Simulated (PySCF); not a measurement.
**Working out the ionisation energy of F**

F [He] 2s2 2p5 (2P) → F⁺ [He] 2s2 2p4 (3P). All numbers are calculated (PySCF 2.14, scalar relativity by spin-free X2C-1e, in aug-cc-pCVQZ-DK). Frozen: nothing. Energies in hartree (1 hartree = 27.21139 eV):

| part | F (lower) | F⁺ (upper) |
| --- | --- | --- |
| UHF | -99.501137 | -98.926436 |
| MP2 opposite-spin | -0.226783 | -0.176849 |
| MP2 same-spin | -0.061219 | -0.046217 |

Task: What does Hartree-Fock give?

Result: (-98.926436) − (-99.501137) = 0.574701 hartree = 15.638 eV.

Task: What do MP2 and SCS-MP2 (6/5 opposite-spin, 1/3 same-spin) give?

Result: The opposite-spin parts differ by 1.359 eV and the same-spin parts by 0.408 eV. MP2: 15.638 + (1.359) + (0.408) = 17.405 eV. SCS-MP2: 15.638 + 1.2 × (1.359) + (0.408)/3 = 17.405 eV.

Measured between the centres of the two terms (NIST): 17.427 eV, so MP2 (valence and next inner shell) is off by -0.022 eV.

What remains against the reference includes basis incompleteness and correlation beyond second order.
